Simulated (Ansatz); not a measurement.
## BSiH2Cl (SMILES B[Si]Cl): methods side by side

BSiH2Cl: 5 atoms, total charge 0, spin state triplet. As SMILES, `B[Si]Cl`. Geometry: relaxed at GFN2-xTB.

```
atom    x (Å)    y (Å)    z (Å)
   B  -0.6741   0.3680  -0.3025
  Si   0.3346  -1.0819   0.3575
  Cl   2.3114  -0.9303   0.9615
   H  -0.1845   1.4312  -0.3874
   H  -1.7874   0.2130  -0.6291
```

Each level gives the energy change with the B1–Si2 bond stretched from 1.886 to 4.714 Å (eV). The values are calculated.

| level | kind | program | value (eV) | less FCI/STO-3G | CPU time (all runs) |
| --- | --- | --- | --- | --- | --- |
| UHF/STO-3G | Hartree–Fock | Ansatz | 2.79 | -0.45 | 0.64 s |
| UPBE/STO-3G | GGA | Ansatz | 4.13 | +0.89 | 8.6 s |
| UB3LYP/STO-3G | global hybrid | Ansatz | 3.68 | +0.44 | 8.7 s |
| UBHLYP/STO-3G | global hybrid | Ansatz | 3.43 | +0.19 | 9.3 s |
| UPBE0/STO-3G | global hybrid | Ansatz | 3.91 | +0.67 | 8.8 s |
| UHSE06/STO-3G | range-separated hybrid | Ansatz | 3.92 | +0.68 | 13 s |
| UCCSD(T)/STO-3G | coupled cluster or CI | Ansatz | 3.22 | -0.02 | 1.1 s |
| FCI/STO-3G | exact in the basis | Ansatz | 3.24 | 0.00 | 3 min |

FCI/STO-3G is exact within its basis and frozen core, so for wave-function methods in that basis the difference is their error; functionals converge differently with the basis, so for them it is only a difference. The first shape isn't each level's own minimum. The values span 2.79 to 4.13 eV. All rows use very small basis sets, so none should be taken for the real molecule's value. CPU times are rough (shared hosts, several kinds of processor and program).
